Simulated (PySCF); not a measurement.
HN2, SMILES N#[NH+], charge +1. Coordinates come from a PBE0-D3(BJ)/def2-TZVPD optimisation. The isomer is the one that the SMILES or the coordinates give; other isomers of the formula were not compared.

TDDFT-PBE0/def2-TZVPD run with PySCF puts the lowest singlet excitations at 9.57, 10.11, 10.11, 10.30, 10.30, 13.96 eV and the lowest triplet (TDA) at 7.59 eV.

Question: What are the lowest singlet roots from EOM-CCSD/aug-cc-pVDZ in PySCF 2.14.0? (The exact figures need the calculation; the answer reports its results.)

Answer: 10.44, 10.53, 10.53, 10.88, 10.88, 14.41 eV; triplets 7.79, 8.42, 8.42 eV. S1 differs by 0.87 eV (second minus first; roots are paired by order, and the bases may differ).
